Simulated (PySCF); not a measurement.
Species: C₃H₄F₂S.
Geometry (PBE0-D3(BJ)/def2-SVP, Å), atoms numbered from 1 in this order:
```xyz
10
C3H4F2S angstrom
F     -0.2081    0.8303    1.6065
C     -0.0007    0.5767    0.2992
F      0.2162    1.7627   -0.3063
C     -1.1366   -0.1991   -0.3641
S      0.0570   -1.4089   -1.0581
C      1.1359   -0.4090    0.0395
H     -1.8271   -0.6408    0.3679
H     -1.6887    0.3852   -1.1126
H      1.4439   -0.9427    0.9494
H      2.0052    0.0441   -0.4561
```

Jobs on this species (10 atoms, 56 electrons) with PySCF (density fitting). Hardware of each: an x86-64 server with one thread, shared host. The host was shared with other jobs, so the times are rough.

| level and settings | work | basis functions | SCF cycles | wall time |
| --- | --- | --- | --- | --- |
| PBE0-D3(BJ)/def2-SVP, grid level 1 | geometry optimisation from a GFN2-xTB start | 108 | ? | ? |
| PBE0/def2-SVPD | 10 singlets by full TDDFT, 4 Tamm–Dancoff triplets, polarisability, ΔSCF ions | 165 | ? | ? |
| PBE0/6-31+G* | 10 singlets by full TDDFT, 4 Tamm–Dancoff triplets, polarisability | 120 | ? | ? |
| PBE0/def2-TZVPD | 10 singlets by full TDDFT, 4 Tamm–Dancoff triplets, polarisability | 273 | 13 | 52 s |
| mPW1PW91/pcSseg-2 | shieldings, ring-centre shieldings | 279 | 13 | 27 s |
| PBE0/aug-cc-pVDZ | 10 singlets by full TDDFT, 4 Tamm–Dancoff triplets, polarisability | 178 | 12 | 21 s |
| PBE0/pcSseg-1 | shieldings, ring-centre shieldings, charges and field gradients | 129 | 12 | 8.3 s |

Q: Fill in the missing figures.

A: 
- PBE0-D3(BJ)/def2-SVP, grid level 1; geometry optimisation from a GFN2-xTB start: 33 s, 64 SCF cycles
- PBE0/def2-SVPD; 10 singlets by full TDDFT, 4 Tamm–Dancoff triplets, polarisability, ΔSCF ions: 29 s, 12 SCF cycles
- PBE0/6-31+G*; 10 singlets by full TDDFT, 4 Tamm–Dancoff triplets, polarisability: 14 s, 12 SCF cycles

Q: What do all jobs in the table cost together?

A: About 3.1 min; the longest takes about 28 % of that, and about 6.3 times as long as the shortest.
